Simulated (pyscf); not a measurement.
`[F][SiH][F]` [doublet] + `[OH2]` -> `[OH][Si]([F])[F]` [doublet] + `[H][H]` (four-centre exchange; doublet surface; H–Si, H–O broken, O–Si, H–H formed). Optimised with ωB97X-D3(BJ)/def2-SVP in PySCF. Energies in kcal/mol from the separated reactants.

| level | barrier | reaction energy |
|---|---|---|
| ωB97X-D3(BJ)/def2-TZVP | 29.9 | -22.1 |
| PBE/def2-TZVP | [?] | [?] |
| r²SCAN/def2-TZVP | 24.2 | -24.4 |
| PBE0-D3(BJ)/def2-TZVP | [?] | -21.0 |
| ωB97M-D3(BJ)/def2-TZVP | 29.1 | -21.8 |
| HF/def2-TZVP | 49.9 | -20.4 |

Problem. Complete the blanks.

Solution. 
- PBE/def2-TZVP, barrier: 23.0
- PBE/def2-TZVP, reaction energy: -21.3
- PBE0-D3(BJ)/def2-TZVP, barrier: 26.7

The functionals in the table span 6.9 kcal/mol in this barrier, from PBE to ωB97X-D3(BJ)/def2-TZVP. On the reactant side the descent ends in a complex, 5.3 kcal/mol under the separated species and 35.2 kcal/mol under the saddle at ωB97X-D3(BJ)/def2-TZVP. At the saddle there is also a short H–Si contact that neither side keeps. The same reactants have a lower exit, to HO–SiH(F)–F + H• (barrier +17.3 kcal/mol at ωB97M-D3(BJ)/def2-TZVP, against +29.1 kcal/mol here). One saddle was located; it need not be the lowest between these sides.
